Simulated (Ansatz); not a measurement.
# Worked example: Al–NH–P⁺, quartet against Al–NH–P, triplet

Geometry (PBE0/def2-TZVP stationary point of a triplet), kept for both states (Al–NH–P, triplet: A''; Al–NH–P⁺, quartet: A''):

```xyz
4

Al    0.0000    0.1944    1.6318
P     0.0000    0.1961   -1.4254
N     0.0000   -0.6861    0.0149
H     0.0000   -1.6967   -0.0856
```

Basis cc-pVTZ; Ansatz 0.2.0. Correlated methods freeze the noble-gas cores. R marks a restricted (for open shells ROHF) determinant, U an unrestricted one.

Full CI isn't at hand for all of this; UCCSDT(Q) serves as the reference, and is uncertain by the last step of the cluster series or more.

| level | E(Al–NH–P, triplet) (hartree) | E(Al–NH–P⁺, quartet) (hartree) |
| --- | --- | --- |
| UHF | -637.728680 | -637.445634 |
| UMP2 | -638.092477 | -637.782514 |
| UCCSD(T) | -638.142220 | -637.823427 |
| PBE | -638.782457 | -638.469848 |
| r2SCAN | -639.055124 | -638.745924 |
| UCCSDT(Q) | -638.144367 | -637.826018 |

Question: Give the vertical gap, Al–NH–P⁺ quartet less Al–NH–P triplet, at each level in eV (1 hartree = 27.2114 eV), and each error against UCCSDT(Q).

Answer: UCCSDT(Q): (-637.826018 − (-638.144367)) × 27.2114 = 8.663 eV (the reference)
r2SCAN: (-638.745924 − (-639.055124)) × 27.2114 = 8.414 eV, error -0.249 eV
PBE: (-638.469848 − (-638.782457)) × 27.2114 = 8.507 eV, error -0.156 eV
UCCSD(T): (-637.823427 − (-638.142220)) × 27.2114 = 8.675 eV, error 0.012 eV
UMP2: (-637.782514 − (-638.092477)) × 27.2114 = 8.435 eV, error -0.228 eV
UHF: (-637.445634 − (-637.728680)) × 27.2114 = 7.702 eV, error -0.961 eV

Total energies of functionals can't be set beside those of wave-function methods, since they hold the core's correlation and their own absolute errors; only the differences compare.

The reference still carries a basis error, for a change of charge of the order of 0.1 eV, so smaller errors of functionals can't be ranked.

Each level lands on the state that its own search finds. T1 diagnostics of restricted CCSD: 0.023 and 0.035.
